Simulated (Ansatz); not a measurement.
System: MgSiP2 (I-42d, No. 122, 8 atoms in the cell). Method: BLYP (plane waves, PAW; Ansatz, a program for electronic structure).

Numerical settings: plane-wave cutoff 520 eV, 8×8×8 k mesh, Fermi–Dirac smearing 0.01 eV, scalar-relativistic PAW data made under PBE.

The cell is scaled about its equilibrium volume:

Shape and atoms are relaxed at each volume.

| V (Å³/atom) | P (GPa) | direct gap at Γ (eV) | c (Å) | a (Å) |
|---|---|---|---|---|
| 21.058 | 2.89 | 1.633 | 10.355 | 5.704 |
| 21.497 | 1.37 | 1.687 | 10.456 | 5.736 |
| 21.935 | -0.01 | 1.733 | 10.548 | 5.768 |
| 22.374 | -1.25 | 1.776 | 10.639 | 5.801 |
| 22.813 | -2.36 | 1.816 | 10.729 | 5.833 |

A straight line through the gaps at Γ against ln V gives a volume deformation potential dE_g(Γ)/d ln V of 2.3 eV: the gap at Γ narrows under compression.

Note: the relaxation could not lower the start's symmetry, so the cell can be a saddle point above a distorted one; the bulk modulus comes from volumes at which shape and atoms were relaxed.
